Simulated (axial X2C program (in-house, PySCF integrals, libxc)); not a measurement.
# Outer orbitals of NaP at 2.659 Å, HF

All values were computed with an in-house relativistic program for diatomic molecules. Spin-free means the one-electron spin-free X2C Hamiltonian; two-component (2c) means X2C with spin–orbit coupling and atomic mean-field two-electron Coulomb and Gaunt terms, so the difference of the two also holds small scalar two-electron terms. Basis: P dyall-v3z [8s7p2d1f], Na dyall-cv3z [9s8p5d2f] (cores contracted in-house); Gaussian nuclei, density fitting, unrestricted open shells. Masses: P 30.974 u, Na 22.990 u.

The distance is close to the 2c PBE0 minimum; the highest filled and lowest empty levels are listed.

Spin-free orbitals, state M_S = 1, Λ = 0 (beyond evenly filled blocks: π+α, π-α) (Löwdin shares):

```json
{"symmetry": "σα", "occupied": "yes", "ε (eV)": "-19.71", "atomic character": "82% P s, 8% Na p, 5% Na d"}
{"symmetry": "σβ", "occupied": "yes", "ε (eV)": "-14.71", "atomic character": "80% P s, 8% Na p, 6% Na s"}
{"symmetry": "π-α", "occupied": "yes", "ε (eV)": "-8.32", "atomic character": "92% P p, 4% Na d, 3% Na p"}
{"symmetry": "π+α", "occupied": "yes", "ε (eV)": "-8.32", "atomic character": "92% P p, 4% Na d, 3% Na p"}
{"symmetry": "σα", "occupied": "yes", "ε (eV)": "-7.33", "atomic character": "84% P p, 9% Na s, 4% Na p"}
{"symmetry": "σβ", "occupied": "yes", "ε (eV)": "-6.07", "atomic character": "76% P p, 18% Na s, 3% Na p"}
{"symmetry": "σβ", "occupied": "no", "ε (eV)": "-0.33", "atomic character": "62% Na s, 32% Na p, 6% P p"}
{"symmetry": "σα", "occupied": "no", "ε (eV)": "-0.32", "atomic character": "69% Na s, 29% Na p, 2% P p"}
{"symmetry": "π-β", "occupied": "no", "ε (eV)": "0.52", "atomic character": "97% Na p, 3% P p"}
{"symmetry": "π+β", "occupied": "no", "ε (eV)": "0.52", "atomic character": "97% Na p, 3% P p"}
```

Spinors with spin–orbit coupling (state Ω = 1):

| ω | occupied | ε (eV) | atomic character | λ mixture |
| --- | --- | --- | --- | --- |
| 1/2 | yes | -19.71 | 82% P s, 8% Na p, 5% Na d | 100% σ |
| -1/2 | yes | -14.72 | 80% P s, 8% Na p, 6% Na s | 100% σ |
| -1/2 | yes | -8.34 | 92% P p, 4% Na d, 3% Na p | 100% π |
| 3/2 | yes | -8.30 | 92% P p, 4% Na d, 3% Na p | 100% π |
| 1/2 | yes | -7.33 | 84% P p, 9% Na s, 4% Na p | 100% σ |
| -1/2 | yes | -6.07 | 76% P p, 18% Na s, 3% Na p | 100% σ |
| -1/2 | no | -0.33 | 62% Na s, 32% Na p, 6% P p | 100% σ |
| 1/2 | no | -0.32 | 69% Na s, 29% Na p, 2% P p | 100% σ |
| 1/2 | no | 0.52 | 97% Na p, 3% P p | 100% π |
| -3/2 | no | 0.52 | 97% Na p, 3% P p | 100% π |

Mulliken charges and populations of the two-component result (they depend on the basis, above all on diffuse functions):

P -0.57 e (s 5.94 p 9.61 d 0.01), Na 0.57 e (s 4.30 p 6.09 d 0.03). ⟨Lz⟩ = 0.00 ħ and ⟨Sz⟩ = 1.00 ħ (1.03 and -0.03 on the two atoms), which add up to Ω.

Occupations by symmetry block were frozen at the best pattern of an incomplete PBE0 search. PBE0 can misorder states that lie within some tenths of an eV, so this need not be the ground state of the molecule. The nearest other spin-free determinant of the search, M_S = 0, Λ = 2, lies 0.99 eV up at the distance of the search. With several unpaired electrons one determinant need not be a pure state. Open-shell Ω = 0 determinants with evenly filled partner blocks cannot be reached by this program, so the Ω shown need not be the lowest component. This is the Ω = 1 component of a π² triplet; the 0⁺ component is not one determinant and can lie lowest. The determinant is spin-polarised beyond a pure state at some levels (its spin-free form has ⟨S²⟩ too high), which makes Re and μ there less reliable. The stretched end of a curve changes character and is left out.
